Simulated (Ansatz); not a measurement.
# AlH3OS: the cost of one run

Program: Ansatz 0.2.0. Level of theory: UKS PBE0/def2-SVP. These are calculated values, not measurements.

## Step 1: The structure to begin with

Bond lengths: Al1–S2 2.639 Å, Al1–O3 1.626 Å, Al1–H5 1.516 Å, S2–H6 1.331 Å. Angles: Al1–S2–H6 93.5°, S2–Al1–O3 84.2°, S2–Al1–H5 120.9°, O3–Al1–H5 154.8°.

Coordinates:

```xyz
6

Al   -0.9827    0.1297   -0.4553
S     1.1569    0.6417    1.0018
O    -0.6265   -1.4241   -0.1359
H     0.2714   -0.8616    0.5735
H    -1.8201    1.2558   -1.0300
H     2.0009    0.2586    0.0459
```

## Step 2: Run 1

150 steps of 0.5 fs at constant energy, with velocities drawn for 100 K.

Contents of input.yaml:

```yaml
crystal:
  periodic: [false, false, false]
  atoms:
    - { symbol: Al, position_ang: [-0.9827, 0.1297, -0.4553] }
    - { symbol: S, position_ang: [1.1569, 0.6417, 1.0018] }
    - { symbol: O, position_ang: [-0.6265, -1.4241, -0.1359] }
    - { symbol: H, position_ang: [0.2714, -0.8616, 0.5735] }
    - { symbol: H, position_ang: [-1.8201, 1.2558, -1.03] }
    - { symbol: H, position_ang: [2.0009, 0.2586, 0.0459] }
magnetization:
  spin_polarized: true
basis:
  gaussian: { orbitals: def2-SVP }
hamiltonian:
  xc: pbe0
md:
  timestep: 0.5
  n_steps: 150
  ensemble: nve
  temperature: 100.0
  initial_velocities: maxwell_boltzmann
  seed: 986637
```

The run is started by

```bash
$ ansatz run input.yaml --threads 1 --pin off --max-ram 2048MiB --backend cpu --events-out ev --progress --plain --runs-dir out
```

**Question.** How long does this run take on 1 thread of Arm Neoverse V1, shared host, and how much memory does it need?

About 6.7 min, with a peak of 0.15 GiB.
